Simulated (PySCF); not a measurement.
Ionisation energy of Mg by level of theory

Mg [Ne] 3s2 (1S) → Mg⁺ [Ne] 3s1 (2S), as a difference of total energies. All numbers are calculated (PySCF 2.14, scalar relativity by spin-free X2C-1e, in x2c-TZVPPall). Correlated levels: valence: [Ne] frozen; valence and next inner shell: 1s2 frozen. The calculations carry no spin-orbit coupling.

| method | ionisation energy (eV) | error (eV) |
| --- | --- | --- |
| UHF | 6.621 | -1.025 |
| LDA | 7.749 | +0.103 |
| PBE | 7.644 | -0.002 |
| PBE0 | 7.570 | -0.076 |
| r2SCAN | 7.377 | -0.269 |
| M06-L | 7.521 | -0.125 |
| TPSSh | 7.556 | -0.090 |
| TPSS | 7.569 | -0.077 |
| r2SCANh | 7.386 | -0.260 |
| MP2 (valence) | 7.211 | -0.435 |
| SCS-MP2 (valence) | 7.329 | -0.317 |
| MP2 (valence and next inner shell) | 7.307 | -0.339 |
| SCS-MP2 (valence and next inner shell) | 7.403 | -0.243 |

Reference: 7.646 eV (measured; NIST Atomic Spectra Database, ionization energies).

Errors of the correlated levels include the incompleteness of this basis and the frozen core.

MP2 underrates the near-degeneracy of ns² with np² in the lower species.
